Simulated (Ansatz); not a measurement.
# How methods differ on Si2H4 (SMILES [SiH][SiH3])

The species is Si2H4 (6 atoms), meant as a triplet with charge 0. SMILES: `[SiH][SiH3]`. The coordinates come from a GFN2-xTB relaxation.

```xyz
6

Si    0.3227   -1.5759    0.2873
Si   -0.3001    0.5233   -0.2457
H     1.4279   -2.0178    1.1558
H    -1.4565    0.3761   -1.1360
H     0.7149    1.3253   -0.9511
H    -0.7089    1.3690    0.8897
```

Each level gives the energy change with the Si1–Si2 bond stretched from 2.254 to 5.634 Å (eV). The values are calculated.

```csv
level,kind,program,value (eV),less FCI/STO-3G,CPU time (all runs)
UHF/STO-3G,Hartree–Fock,Ansatz,2.79,-0.07,0.37 s
USVWN5/STO-3G,LDA,Ansatz,3.79,+0.93,2.3 s
UBLYP/STO-3G,GGA,Ansatz,2.98,+0.12,4.5 s
U-r2SCAN0/STO-3G,hybrid meta-GGA,Ansatz,3.36,+0.50,12 s
UB3LYP/STO-3G,global hybrid,Ansatz,3.01,+0.15,3.9 s
U-wB97M-V/STO-3G,range-separated hybrid,Ansatz,3.11,+0.25,53 s
UB2PLYP/STO-3G,double hybrid,Ansatz,2.94,+0.08,4.6 s
UBCCD(T)/STO-3G,coupled cluster or CI,Ansatz,2.86,0.00,0.7 s
FCI/STO-3G,exact in the basis,Ansatz,2.86,0.00,6.7 s
```

FCI/STO-3G is exact within its basis and frozen core, so for wave-function methods in that basis the difference is their error; functionals converge differently with the basis, so for them it is only a difference. The first shape isn't each level's own minimum. The values span 2.79 to 3.79 eV. All rows use very small basis sets, so even the best lies far from the true value. CPU times are rough (shared hosts, several kinds of processor): they show what a rung costs within a factor of a few.
